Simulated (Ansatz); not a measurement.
**Nudged elastic band run: AlH6NO**

The input (input.yaml):

```yaml
crystal:
  periodic: [false, false, false]
  atoms:
    - { symbol: Al, position_ang: [-0.00729, 0.148116, 0.202721] }
    - { symbol: "N", position_ang: [-0.010162, 0.050708, 2.094257] }
    - { symbol: H, position_ang: [-0.776419, -0.43628, 2.567117] }
    - { symbol: H, position_ang: [0.855823, -0.167452, 2.594574] }
    - { symbol: H, position_ang: [1.416985, -0.003205, -0.515165] }
    - { symbol: H, position_ang: [-1.405096, -0.286762, -0.471055] }
    - { symbol: O, position_ang: [-0.262954, 2.097565, 0.655536] }
    - { symbol: H, position_ang: [-1.172291, 2.416452, 0.473846] }
    - { symbol: H, position_ang: [-0.264794, 1.657358, 1.618071] }
basis:
  gaussian: { orbitals: "6-31G*" }
hamiltonian:
  xc: pbe
  dispersion: d4
neb:
  order_check: false
  images: 9
  f_tol: 0.03
  max_iterations: 60
  final_atoms:
    - { symbol: Al, position_ang: [-0.13110675, 0.49141434, 0.10248938] }
    - { symbol: "N", position_ang: [0.01990695, 0.13982747, 2.14600863] }
    - { symbol: H, position_ang: [-0.75368506, -0.41439765, 2.53120925] }
    - { symbol: H, position_ang: [0.90444893, -0.28756948, 2.44390291] }
    - { symbol: H, position_ang: [1.35258224, 0.05543124, -0.36819187] }
    - { symbol: H, position_ang: [-1.40068481, -0.41759629, -0.33714616] }
    - { symbol: O, position_ang: [-0.42592682, 2.21716929, 0.33604589] }
    - { symbol: H, position_ang: [-1.15442008, 2.60476521, -0.17896561] }
    - { symbol: H, position_ang: [-0.0373126, 1.08745589, 2.54454957] }
  initial_path:
    images:
      - { positions_ang: [[-0.00729, 0.148116, 0.202721], [-0.010162, 0.050708, 2.094257], [-0.776419, -0.43628, 2.567117], [0.855823, -0.167452, 2.594574], [1.416985, -0.003205, -0.515165], [-1.405096, -0.286762, -0.471055], [-0.262954, 2.097565, 0.655536], [-1.172291, 2.416452, 0.473846], [-0.264794, 1.657358, 1.618071]] }
      - { positions_ang: [[-0.00655033, 0.12108448, 0.16053494], [-0.00795983, 0.03723238, 2.1277242], [-0.79629865, -0.40754383, 2.61164409], [0.8605761, -0.08487688, 2.63432745], [1.40276307, 0.0013661, -0.57029798], [-1.39529886, -0.22408406, -0.53393456], [-0.26184404, 2.07037123, 0.65916492], [-1.17695712, 2.38757879, 0.47218688], [-0.24462833, 1.57537178, 1.65855205]] }
      - { positions_ang: [[-0.00581067, 0.09405295, 0.11834889], [-0.00575765, 0.02375676, 2.16119141], [-0.8161783, -0.37880765, 2.65617118], [0.86532921, -0.00230175, 2.6740809], [1.38854113, 0.0059372, -0.62543096], [-1.38550172, -0.16140613, -0.59681411], [-0.26073408, 2.04317746, 0.66279385], [-1.18162325, 2.35870559, 0.47052776], [-0.22446267, 1.49338557, 1.6990331]] }
      - { positions_ang: [[-0.005071, 0.06702143, 0.07616283], [-0.00355548, 0.01028114, 2.19465861], [-0.83605795, -0.35007148, 2.70069827], [0.87008231, 0.08027337, 2.71383435], [1.3743192, 0.01050831, -0.68056394], [-1.37570459, -0.09872819, -0.65969367], [-0.25962412, 2.01598369, 0.66642277], [-1.18628937, 2.32983238, 0.46886863], [-0.204297, 1.41139935, 1.73951414]] }
      - { positions_ang: [[-0.00433134, 0.03998991, 0.03397678], [-0.00135331, -0.00319448, 2.22812581], [-0.85593759, -0.32133531, 2.74522536], [0.87483542, 0.16284849, 2.7535878], [1.36009726, 0.01507941, -0.73569692], [-1.36590745, -0.03605025, -0.72257323], [-0.25851416, 1.98878992, 0.67005169], [-1.1909555, 2.30095917, 0.46720951], [-0.18413134, 1.32941313, 1.77999519]] }
      - { positions_ang: [[-0.00359167, 0.01295839, -0.00820928], [0.00084886, -0.0166701, 2.26159301], [-0.87581724, -0.29259913, 2.78975245], [0.87958852, 0.24542361, 2.79334125], [1.34587533, 0.01965051, -0.7908299], [-1.35611031, 0.02662769, -0.78545279], [-0.2574042, 1.96159615, 0.67368062], [-1.19562162, 2.27208597, 0.46555039], [-0.16396567, 1.24742691, 1.82047624]] }
      - { positions_ang: [[-0.02909469, 0.10864958, 0.01393045], [0.00466048, 0.01462942, 2.23847614], [-0.85139081, -0.31695884, 2.73804381], [0.88456061, 0.13882499, 2.72345358], [1.34721671, 0.02680666, -0.70630229], [-1.36502521, -0.06221711, -0.69579146], [-0.29110872, 2.01271077, 0.60615367], [-1.18738131, 2.33862182, 0.33664719], [-0.13863506, 1.21543271, 1.96529091]] }
      - { positions_ang: [[-0.0545977, 0.20434077, 0.03607019], [0.0084721, 0.04592893, 2.21535926], [-0.82696437, -0.34131854, 2.68633517], [0.88953269, 0.03222637, 2.65356591], [1.34855809, 0.0339628, -0.62177469], [-1.37394011, -0.1510619, -0.60613013], [-0.32481325, 2.0638254, 0.53862673], [-1.17914101, 2.40515766, 0.20774399], [-0.11330444, 1.1834385, 2.11010557]] }
      - { positions_ang: [[-0.08010072, 0.30003196, 0.05820992], [0.01228372, 0.07722844, 2.19224238], [-0.80253793, -0.36567825, 2.63462653], [0.89450477, -0.07437225, 2.58367824], [1.34989948, 0.04111895, -0.53724708], [-1.38285501, -0.2399067, -0.51646881], [-0.35851777, 2.11494003, 0.47109978], [-1.1709007, 2.47169351, 0.07884079], [-0.08797383, 1.1514443, 2.25492024]] }
      - { positions_ang: [[-0.10560373, 0.39572315, 0.08034965], [0.01609533, 0.10852796, 2.1691255], [-0.7781115, -0.39003795, 2.58291789], [0.89947685, -0.18097086, 2.51379058], [1.35124086, 0.04827509, -0.45271947], [-1.39176991, -0.3287515, -0.42680748], [-0.39222229, 2.16605466, 0.40357284], [-1.16266039, 2.53822936, -0.05006241], [-0.06264322, 1.11945009, 2.3997349]] }
      - { positions_ang: [[-0.13110675, 0.49141434, 0.10248938], [0.01990695, 0.13982747, 2.14600863], [-0.75368506, -0.41439765, 2.53120925], [0.90444893, -0.28756948, 2.44390291], [1.35258224, 0.05543124, -0.36819187], [-1.40068481, -0.41759629, -0.33714616], [-0.42592682, 2.21716929, 0.33604589], [-1.15442008, 2.60476521, -0.17896561], [-0.0373126, 1.08745589, 2.54454957]] }
```

Command:

```bash
$ ansatz run input.yaml --threads 1 --pin off --max-ram 2048MiB --backend cpu --events-out ev --progress --plain --runs-dir out
```

Output, in part (warnings, iteration lines, the closing report on the highest movable image, with atoms numbered from 0):

```
NEB end point (image 0): max|allowed force component| = 1.177e-2 eV/Å (the criterion of neb.relax_end_points is 1.000e-2)
NEB end point (image 10): max|allowed force component| = 1.143e-2 eV/Å (the criterion of neb.relax_end_points is 1.000e-2)
NEB iter   1: max|band force component| = 2.941e0 eV/Å  barrier→ = 1.1433 eV  barrier← = 1.9032 eV  Δτ_max = 0.2000 Å  (273 SCF iters)
NEB iter   2: max|band force component| = 1.566e0 eV/Å  barrier→ = 0.2440 eV  barrier← = 1.0039 eV  Δτ_max = 0.2000 Å  (247 SCF iters)
NEB iter   3: max|band force component| = 1.810e0 eV/Å  barrier→ = 0.0245 eV  barrier← = 0.7843 eV  Δτ_max = 0.0996 Å  (245 SCF iters)
NEB iter   4: max|band force component| = 1.099e0 eV/Å  barrier→ = 0.0319 eV  barrier← = 0.7917 eV  Δτ_max = 0.0999 Å  (237 SCF iters)
NEB iter   5: max|band force component| = 6.152e-1 eV/Å  barrier→ = 0.0058 eV  barrier← = 0.7656 eV  Δτ_max = 0.1008 Å  (233 SCF iters)
NEB iter   6: max|band force component| = 1.072e0 eV/Å  barrier→ = 0.0050 eV  barrier← = 0.7648 eV  Δτ_max = 0.0498 Å  (239 SCF iters)
NEB iter   7: max|band force component| = 3.440e-1 eV/Å  barrier→ = 0.0021 eV  barrier← = 0.7619 eV  CI = image 1  Δτ_max = 0.0625 Å  (230 SCF iters)
NEB iter   8: max|band force component| = 1.406e-1 eV/Å  barrier→ = 0.0020 eV  barrier← = 0.7618 eV  CI = image 1  Δτ_max = 0.0510 Å  (236 SCF iters)
NEB iter   9: max|band force component| = 7.933e-2 eV/Å  barrier→ = 0.0020 eV  barrier← = 0.7618 eV  CI = image 1  Δτ_max = 0.0142 Å  (238 SCF iters)
NEB iter  10: max|band force component| = 8.999e-2 eV/Å  barrier→ = 0.0020 eV  barrier← = 0.7618 eV  CI = image 1  Δτ_max = 0.0071 Å  (225 SCF iters)
NEB iter  11: max|band force component| = 8.792e-2 eV/Å  barrier→ = 0.0020 eV  barrier← = 0.7618 eV  CI = image 1  Δτ_max = 0.0071 Å  (203 SCF iters)
NEB iter  12: max|band force component| = 1.819e-2 eV/Å  barrier→ = 0.0020 eV  barrier← = 0.7618 eV  CI = image 1  Δτ_max = 0.0000 Å  (414 SCF iters)
Total energy: -10224.15197050 eV, -375.7306547368 hartree
Atom 0 at    -0.013122     0.172082     0.169025 Å, force     0.000199     0.002107    -0.000085 eV/Å
Atom 1 at    -0.018669     0.086586     2.084745 Å, force    -0.000292     0.001434    -0.000530 eV/Å
Atom 2 at    -0.785197    -0.393112     2.564911 Å, force    -0.000360     0.000454    -0.000840 eV/Å
Atom 3 at     0.848095    -0.115038     2.591331 Å, force     0.000550     0.000672     0.000614 eV/Å
Atom 4 at     1.419227    -0.012473    -0.523846 Å, force    -0.000098    -0.000004    -0.000143 eV/Å
Atom 5 at    -1.404049    -0.304252    -0.488629 Å, force    -0.000323    -0.000930    -0.000017 eV/Å
Atom 6 at    -0.257842     2.076855     0.670566 Å, force    -0.010816     0.001987    -0.004688 eV/Å
Atom 7 at    -1.161432     2.417617     0.504267 Å, force     0.009586    -0.001002     0.000556 eV/Å
Atom 8 at    -0.253209     1.548237     1.647532 Å, force     0.001553    -0.004717     0.005132 eV/Å
Dipole moment:    -0.303339     0.140461     0.481940 e Å
```

The run converged. The top lies less than 8 meV above the higher end, about what the thresholds resolve: that end is a shoulder or a very shallow well. A vibrational analysis at the climbing image gives one clearly imaginary mode, 312i cm⁻¹: a first-order saddle point. The orbitals stay closed-shell, which can raise the energy where a bond breaks towards radicals; this wasn't checked here.

Final band (atoms are numbered from 1 in the order of the input):

| image | path coordinate (Å) | energy (eV) | O7–H9 (Å) | N2–H9 (Å) |
| --- | --- | --- | --- | --- |
| 0 | 0.00 | 0.000 | 1.06 | 1.69 |
| 1 | 0.15 | 0.002 | 1.11 | 1.54 |
| 2 | 0.34 | -0.049 | 1.26 | 1.35 |
| 3 | 0.52 | -0.270 | 1.45 | 1.18 |
| 4 | 0.70 | -0.508 | 1.66 | 1.08 |
| 5 | 0.89 | -0.628 | 1.87 | 1.05 |
| 6 | 1.07 | -0.687 | 2.04 | 1.04 |
| 7 | 1.25 | -0.723 | 2.19 | 1.03 |
| 8 | 1.44 | -0.745 | 2.32 | 1.03 |
| 9 | 1.62 | -0.757 | 2.44 | 1.03 |
| 10 | 1.81 | -0.760 | 2.51 | 1.03 |

Time of the run: 2.8 min on 1 thread of Arm Neoverse V2 (shared host), peak memory 0.12 GiB.
